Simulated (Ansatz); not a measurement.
C2H4ClNO, SMILES `C/N=C(/O)Cl`. Charge 0, multiplicity 1. The geometry is a stationary point of PBE0-D4/def2-TZVP. It is one conformer, not always the lowest.

```xyz
9

C    -0.825    0.560   -0.904
N    -0.421   -0.357    0.122
C     0.704   -0.347    0.652
O     1.079   -1.201    1.607
Cl    2.023    0.735    0.300
H    -1.700    1.119   -0.561
H    -1.131   -0.004   -1.789
H    -0.042    1.269   -1.189
H     0.313   -1.774    1.761
```

Question: What is the dipole moment at PBE/def2-TZVPP? (Estimate.)

Answer: Computed: 1.16 D, with components (-1.10, -0.27, -0.28) D in this frame, pointing from negative to positive charge.

Question: And with r2SCAN, B3LYP, ωB97M-V? (Best estimate.)

Answer: Ansatz gave: r2SCAN 1.21 D, B3LYP 1.15 D, ωB97M-V 1.09 D.

Question: Give the Mulliken charges with PBE, B3LYP, ωB97M-V in def2-TZVPP. (Best estimate.)

Answer: Computed: 
```csv
atom,PBE,B3LYP,ωB97M-V
C1,-0.13,-0.13,-0.20
N2,-0.19,-0.23,-0.24
C3,0.15,0.21,0.20
O4,-0.21,-0.25,-0.24
Cl5,-0.09,-0.09,-0.06
H6,0.10,0.10,0.12
H7,0.10,0.10,0.12
H8,0.06,0.07,0.09
H9,0.21,0.22,0.21
```

B3LYP here is the variant with VWN-RPA as its local correlation; programs differ in this.
